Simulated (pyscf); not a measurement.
## Routes from `[Cl][Sn][Cl]` [singlet] + `[H][H]`

Candidate steps break at most two bonds and form at most two. Each was searched with GFN2-xTB (tblite) first. Optimised with ωB97X-D3(BJ)/def2-SVP in PySCF. Energies: ωB97M-D3(BJ)/def2-TZVP, kcal/mol, from the separated reactants, singlet surface; ΔG‡ with ideal gas, 1 atm, RRHO with modes under 100 cm⁻¹ raised to 100, one conformer, R ln 2 for chiral ones without a mode under 150 cm⁻¹.

```
products                                 type   ΔE‡     ΔE  ΔG‡ 298 K  ΔG‡ 900 K  ν‡ (cm⁻¹)
-----------------------  --------------------  ----  -----  ---------  ---------  ---------
HCl + Cl–SnH: [singlet]  four-centre exchange  30.9  +31.7          –          –      1000i
Cl–SnH₂–Cl                          insertion  71.2   +5.5       78.6       96.0      1567i
```

A dash marks a saddle under its separated products, where this table gives no free-energy barrier. Row 1: On the product side the descent ends in a bound adduct, 9.6 kcal/mol under the separated species and 5.8 kcal/mol under the saddle at ωB97X-D3(BJ)/def2-TZVP. 

Plain bond fissions and candidates not yet searched are not listed, and one of them may be faster. Each barrier is that of the saddle found; lower ones may exist. Elements past Kr carry the def2 core potentials, without spin-orbit coupling.
